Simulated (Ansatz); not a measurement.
This Ansatz (an electronic-structure program) input (r2SCAN/cc-pVTZ) gives -116.58565 Eh with 146 basis functions. A basis named .json is the Basis Set Exchange file of that set (core-valence sets with the plain set on hydrogen).

Ansatz 0.2 input:
```yaml
crystal:
  periodic: [false, false, false]
  atoms:
    - {symbol: C, position_ang: [-0.00541272, 0.00514807, 0.86088345]}
    - {symbol: C, position_ang: [-0.00020344, -0.64634739, -0.49579893]}
    - {symbol: C, position_ang: [0.00648613, 0.64037189, -0.50345144]}
    - {symbol: H, position_ang: [0.90225350, 0.00400638, 1.46236727]}
    - {symbol: H, position_ang: [-0.92057007, 0.01341463, 1.45085018]}
    - {symbol: H, position_ang: [-0.00162276, -1.57792247, -1.03216063]}
    - {symbol: H, position_ang: [0.01471952, 1.56546606, -1.05085530]}
basis:
  gaussian:
    orbitals: cc-pVTZ
    fitting: {mean_field: cc-pVTZ-JKFIT.json}
hamiltonian:
  xc: {name: r2SCAN}
magnetization: {spin_polarized: false}
```

Change:
```diff
- fitting: {mean_field: cc-pVTZ-JKFIT.json}
+ final_grid: {core_spheres: 18, valence_spheres: 15, degree: 47}
```

Question: What does the run give now?

Answer: -116.58563 Eh (r2SCAN/cc-pVTZ, 146 functions), a change of +0.02 mEh.
